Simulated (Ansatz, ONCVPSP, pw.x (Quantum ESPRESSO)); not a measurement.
**What a changed setting does to a pw.x run (diamond Sc)**

Potential: optimised norm-conserving Vanderbilt (ONCV), ONCVPSP 4.0.1, PBEsol; core [Ne], reference 3s2 3p6 3d1 4s2; waves: 3s+4s: rc 1.85 bohr, ncon 3, nbas 6, qcut 5.4 1/bohr, 2 projectors; 3p: rc 1.50 bohr, ncon 3, nbas 6, qcut 10.2 1/bohr, 2 projectors, debl 1.3 Ha; 3d: rc 1.50 bohr, ncon 4, nbas 9, qcut 9.8 1/bohr, local; local part: the d channel; core correction: polynomial model core, fcfact 0.5.

The reference run (k-mesh 8³, cutoffs 95/380 Ry, Fermi–Dirac 0.01 Ry, mixing_beta 0.4, conv_thr 1e-9, no spin) gives 0.11 GPa at 32.090 Å³/atom, where all-electron LAPW gives -0.01 GPa. This run, with its own iteration cap, changes degauss to 0.02.

```
&control
  calculation='scf', prefix='x', pseudo_dir='./', outdir='./tmp', tstress=.true., disk_io='none'
/
&system
  ibrav=0, nat=2, ntyp=1, ecutwfc=95, ecutrho=380, nbnd=20,
  occupations='smearing', smearing='fd', degauss=0.02
/
&electrons
  conv_thr=1e-09, mixing_beta=0.4, electron_maxstep=70
/
ATOMIC_SPECIES
Sc 1.0 Sc.UPF
CELL_PARAMETERS angstrom
  0.00000000 3.17777569 3.17777569
  3.17777569 0.00000000 3.17777569
  3.17777569 3.17777569 0.00000000
ATOMIC_POSITIONS crystal
Sc 0.0000 0.0000 0.0000
Sc 0.2500 0.2500 0.2500
K_POINTS automatic
8 8 8 0 0 0
```

```bash
pw.x < Sc.scf.in > Sc.scf.out
```

Q: How does the run end?

A: It converges in 10 iterations; the free energy moves by -233.5 meV/atom and the pressure by +1.36 GPa. In a metal, with Fermi–Dirac smearing, F lies below its zero-width value by a term in the square of the width.

```
Message from routine setup:
     using ibrav=0 with symmetry is DISCOURAGED, use correct ibrav instead
     lattice parameter (alat)  =       8.4925  a.u.
     unit-cell volume          =     433.1081 (a.u.)^3
     number of electrons       =        22.00
     number of Kohn-Sham states=           20
     kinetic-energy cutoff     =      95.0000  Ry
     charge density cutoff     =     380.0000  Ry
     scf convergence threshold =      1.0E-09
     Exchange-correlation= PBESOL
     number of k points=    29  Fermi-Dirac smearing, width (Ry)=  0.0200
     iteration #  1     ecut=    95.00 Ry     beta= 0.40
     total energy              =    -210.60258290 Ry
     estimated scf accuracy    <       0.00593906 Ry
     iteration #  2     ecut=    95.00 Ry     beta= 0.40
     total energy              =    -210.60367697 Ry
     estimated scf accuracy    <       0.00048034 Ry
     iteration #  3     ecut=    95.00 Ry     beta= 0.40
     total energy              =    -210.60371137 Ry
     estimated scf accuracy    <       0.00014307 Ry
     [... 4 iterations left out ...]
     iteration #  8     ecut=    95.00 Ry     beta= 0.40
     total energy              =    -210.60373125 Ry
     estimated scf accuracy    <          7.4E-09 Ry
     iteration #  9     ecut=    95.00 Ry     beta= 0.40
     total energy              =    -210.60373125 Ry
     estimated scf accuracy    <          3.4E-09 Ry
     iteration # 10     ecut=    95.00 Ry     beta= 0.40
     the Fermi energy is     6.2070 ev
!    total energy              =    -210.60373125 Ry
     estimated scf accuracy    <          2.1E-10 Ry
     smearing contrib. (-TS)   =      -0.08810197 Ry
     The total energy is F=E-TS. E is the sum of the following terms:
     one-electron contribution =    -109.27512489 Ry
     hartree contribution      =      56.76663612 Ry
     xc contribution           =     -49.46610546 Ry
     ewald contribution        =    -108.54103504 Ry
     convergence has been achieved in  10 iterations
          total   stress  (Ry/bohr**3)                   (kbar)     P=       14.76
     Message from routine punch:
     Nothing written, as per user request (disk_io='none')
```

The run took about 34 s on one core of a shared server CPU.
